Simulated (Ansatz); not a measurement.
Results of PBE0 (Ansatz, an electronic-structure program, PAW) for bcc Rb.

Input:

Ansatz 0.2 input:
```yaml
crystal:
  lattice:
    - [-2.8671959146, 2.8671959146, 2.8671959146]
    - [2.8671959146, -2.8671959146, 2.8671959146]
    - [2.8671959146, 2.8671959146, -2.8671959146]
  atoms:
    - { symbol: Rb, position: [0.0, 0.0, 0.0] }
basis:
  ecutwfc: 460
  ecutrho_ratio: 4
  xc_grid: 2
kpoints:
  mp_grid: { grid: [8, 8, 8] }
hamiltonian:
  xc: pbe0
  dispersion: none
  pseudopotentials: { kind: paw }
scf:
  occupations: { method: fermi_dirac, width: 0.05 }
  convergence: { dr2_threshold: 0.0000000001 }
output:
  forces: false
  stress: true
  eigenvalues: true
```

Output (set-up and result lines):

```
WARN output.stress: scf.exx.energy_threshold = 1e-6 eV is looser than the 1e-8 eV advised for a stress under a hybrid functional (1e-8 eV for each atom of the …
Crystal: 1 atoms, lattice volume = 94.283 Å³
Basis set: ecut = 460 eV, 2123 PW (Γ), exchange–correlation on 72×72×72 points (8 copies of the dense FFT grid, shifted against one another)
Bands: 9, of which v1, the nominal top of the filled ones, is band 5 counted from 1 (4 counted from 0)
Symmetry: 48 space group operations
Space group: Im-3m (ITA 229), of the structure as read, at distance tolerance 4.6e-5 Å
k-points: 29 of 512
Functional: x = pbe(κ = 0.804, μ = 0.2195149727645171), c = pbe(β = 0.06672455060314922), warm-up for x = 0.75 pbe(κ = 0.804, μ = 0.2195149727645171) + 0.25 exact, c = pbe(β = 0.06672455060314922)
SCF iter   1: F=—  HF=-3267.348264 eV  |F-HF|=—  |Δ(HF+E_count)|=         —  Δρ=6.52e-4  dr2=3.41e-4
SCF iter   2: F=—  HF=-3267.348251 eV  |F-HF|=—  |Δ(HF+E_count)|=   1.26e-5  Δρ=3.42e-4  dr2=9.38e-5
  ...
SCF 1 converged in 7 iterations: F = -3267.348226 eV  dr2 = 8.50e-11
Crystal: 1 atoms, lattice volume = 94.283 Å³
Initial density: handed on by an earlier stage of this run
Functional: x = 0.75 pbe(κ = 0.804, μ = 0.2195149727645171) + 0.25 exact, c = pbe(β = 0.06672455060314922)
Crystal: 1 atoms, lattice volume = 94.283 Å³
SCF iter   6: F=—  HF=-3269.622947 eV  |F-HF|=—  |Δ(HF+E_count)|=   3.96e-8  Δρ=1.01e-6  dr2=1.39e-9
SCF iter   7: F=-3269.622947 eV  HF=-3269.622947 eV  |F-HF|=6.37e-12  |Δ(HF+E_count)|=  6.58e-10  Δρ=7.75e-8  dr2=4.60e-11
SCF 3 converged in 7 iterations: F = -3269.622947 eV  dr2 = 4.60e-11
Free energy (F): -3269.622947 eV
Internal energy: -3269.618395 eV  (E = F + TS)
E sigma→0 (E₀):  -3269.620671 eV
Fermi energy:    1.942620 eV
--- Stress (GPa, compression-positive) ---
       -0.000026      -0.000000      -0.000000
       -0.000000      -0.000026       0.000000
       -0.000000       0.000000      -0.000026
  P = ⅓ Tr σ = -0.0000 GPa (-0.000 kbar)
```

The PAW data were made under PBE.

Note: the run warned that the count of filled bands differs between k points.

It cost roughly 2.5 core-minutes of CPU time.
